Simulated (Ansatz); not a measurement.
in.yaml

```yaml
crystal:
  periodic: [false, false, false]
  atoms:
    - {symbol: N, position_ang: [0.000000, 0.000000, 0.000000]}
    - {symbol: N, position_ang: [0.000000, 0.000000, 1.266308]}
basis:
  gaussian: {orbitals: 6-31G}
total_charge: 1
magnetization: {spin_polarized: false, initial_magnetization: 1}
correlation: {method: ccsdt_q, electrons: outside_noble_gas}
```

```sh
$ ansatz run in.yaml --threads 1 --pin off --events-out ev --progress --plain --max-ram 2393MiB
```

Output:

```
405 factors; integrals over basis functions are off by at most 2.7e-8 eV
mean field evaluation 1: about -2945.0325 eV, gradient 3.6e0 eV
mean field evaluation 2: about -2945.0420 eV, gradient 3.6e0 eV
mean field evaluation 4: about -2945.0924 eV, gradient 8.7e-2 eV
mean field evaluation 8: about -2945.0924 eV, gradient 7.6e-6 eV
mean field evaluation 16: about -2945.0931 eV, gradient 1.6e-1 eV
mean field evaluation 32: about -2946.1798 eV, gradient 2.6e-1 eV
mean field evaluation 64: about -2946.1823 eV, gradient 1.1e-2 eV
mean field evaluation 96: about -2945.0944 eV, gradient 2.3e-2 eV
mean field -2946.18234020 eV, -108.2702040082 hartree, gradient 6.9e-6 eV, S^2 0.750000; 12 other end points of the search recorded, 0 dependent functions left out
mean field evaluation 128: about -2945.3623 eV, gradient 2.4e0 eV
mean field evaluation 160: about -2946.6943 eV, gradient 1.1e0 eV
...
cycle   8  -8.59660096 eV  change   -6.8e-4 eV  update   3.5e-4
cycle   9  -8.59624182 eV  change    3.6e-4 eV  update   2.3e-4
cycle  10  -8.59617886 eV  change    6.3e-5 eV  update   1.1e-4
cycle  11  -8.59627749 eV  change   -9.9e-5 eV  update   5.4e-5
cycle  12  -8.59624792 eV  change    3.0e-5 eV  update   2.0e-5
cycle  13  -8.59625836 eV  change   -1.0e-5 eV  update   8.5e-6
cycle  14  -8.59626385 eV  change   -5.5e-6 eV  update   3.8e-6
cycle  15  -8.59626204 eV  change    1.8e-6 eV  update   2.2e-6
cycle  16  -8.59626203 eV  change    9.4e-9 eV  update   1.3e-6
cycle  17  -8.59626227 eV  change   -2.3e-7 eV  update   8.8e-7
perturbative correction -0.19429146 eV, -0.0071400796 hartree
Total energy: -2953.88299123 eV, -108.5531977140 hartree
```

For the same geometry and basis full CI lies 30.9 meV higher.

Ran on 1 thread of Arm Neoverse V2, shared host: 3.3 s wall, 0.15 GiB peak host memory.
